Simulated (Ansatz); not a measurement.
Process, species as SMILES: N#C (CH-N) + 3 [H][H] (H2) → C (CH4) + N (NH3)
B3LYP-D3(BJ)/def2-TZVP geometries, fixed; electronic energies without zero-point terms.
Largest species:
```xyz
5

C      0.0000     0.0000     0.0000
H      0.6205     0.6269     0.6390
H     -0.6429    -0.6249     0.6185
H      0.6369    -0.6328    -0.6166
H     -0.6146     0.6308    -0.6409
```
Charge 0, spin multiplicity 1.

Effect of the final integration grid (spheres per factor e of radius in core and valence, angular degree) at PBE/aug-cc-pVTZ with Ansatz (a first-principles code), against the last row, where the energy of full hydrogenation is -82.26 kcal/mol. The default's grid is 13, 11, 36.

```json
[
 {"setting": "accuracy: medium (default)", "largest shift of a total energy (mEh)": "0.000", "shift of the energy of full hydrogenation (kcal/mol)": "0.000"},
 {"setting": "final_grid: 4, 3, 11", "largest shift of a total energy (mEh)": "-2.041", "shift of the energy of full hydrogenation (kcal/mol)": "0.750"},
 {"setting": "final_grid: 6, 5, 17", "largest shift of a total energy (mEh)": "-0.174", "shift of the energy of full hydrogenation (kcal/mol)": "0.047"},
 {"setting": "final_grid: 8, 7, 23", "largest shift of a total energy (mEh)": "-0.039", "shift of the energy of full hydrogenation (kcal/mol)": "-0.016"},
 {"setting": "final_grid: 10, 9, 29", "largest shift of a total energy (mEh)": "-0.003", "shift of the energy of full hydrogenation (kcal/mol)": "-0.002"},
 {"setting": "final_grid: 18, 15, 47", "largest shift of a total energy (mEh)": "0.000", "shift of the energy of full hydrogenation (kcal/mol)": "0.000"},
 {"setting": "final_grid: 26, 22, 59", "largest shift of a total energy (mEh)": "0.000", "shift of the energy of full hydrogenation (kcal/mol)": "0.000"}
]
```

Within 0.05 kcal/mol in the energy of full hydrogenation: accuracy: medium (default); final_grid: 6, 5, 17; final_grid: 8, 7, 23; final_grid: 10, 9, 29; final_grid: 18, 15, 47. The largest shift is 2.041 mEh in a total energy and 0.750 kcal/mol in the difference.
